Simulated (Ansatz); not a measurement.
Run this with Ansatz 0.2.0, Python API and show what comes out.

`dimer.py`:
```python
# -*- coding: utf-8 -*-
"""Binding of a ClF dimer at a trial geometry."""

import ansatz as az

BASIS_SET = "def2-SVPD"
XC = "HF"

FIRST = [
    ("F", (0.8143, 0.0, 0.0)),
    ("Cl", (-0.8143, 0.0, 0.0)),
]
SECOND = [
    ("F", (1.6188, -1.1047, 2.267)),
    ("Cl", (1.9141, 0.4411, 2.6861)),
]

def energy(atoms, ghosts=()):
    molecule = az.Crystal.molecule()
    for symbol, xyz in atoms:
        molecule = molecule.atom(symbol, xyz)
    calc = (
        molecule.calculation()
        .basis(gaussian=BASIS_SET)
        .functional(XC)
    )
    deck = calc.input()
    if ghosts:
        deck = deck.set(az.key.basis.gaussian.ghost_atoms, [{"symbol": s, "position_ang": list(xyz)} for s, xyz in ghosts])
    return az.Session.from_dict(deck).plan().execute().report["free_energy_ev"]

# ghost atoms carry the functions of the partner
both = energy(FIRST + SECOND)
alone = energy(FIRST) + energy(SECOND)
ghosted = energy(FIRST, SECOND) + energy(SECOND, FIRST)
print(f"dimer {both:.6f} eV")
print(f"interaction, uncorrected   {(both - alone):8.3f} eV")
print(f"interaction, counterpoise  {(both - ghosted):8.3f} eV")
print(f"basis-set superposition    {(alone - ghosted):8.3f} eV")
```

```console
$ python dimer.py
dimer -30401.610348 eV
interaction, uncorrected      0.072 eV
interaction, counterpoise     0.103 eV
basis-set superposition       0.031 eV
```

Uncorrected it is 0.072 eV, with the counterpoise correction 0.103 eV; the difference, 0.031 eV, is the superposition error. In this basis both values are repulsive.

What to keep in mind:
- Total energies depend on the basis set; only differences at equal settings carry meaning.
- The dimer is a generated trial pose of unrelaxed monomers, not a minimum, so the figure is no binding energy, and the basis set is small.
- Hartree-Fock leaves correlation out, so bond, atomisation and ionisation energies come out well too low.
- This level lacks the dispersion part of the attraction (electrostatics and induction are there), which can decide the sign where the interaction is weak.
- Finished in 5.4 s on 1 thread of Arm Neoverse V1, with other jobs on the host, peak memory 0.24 GiB.
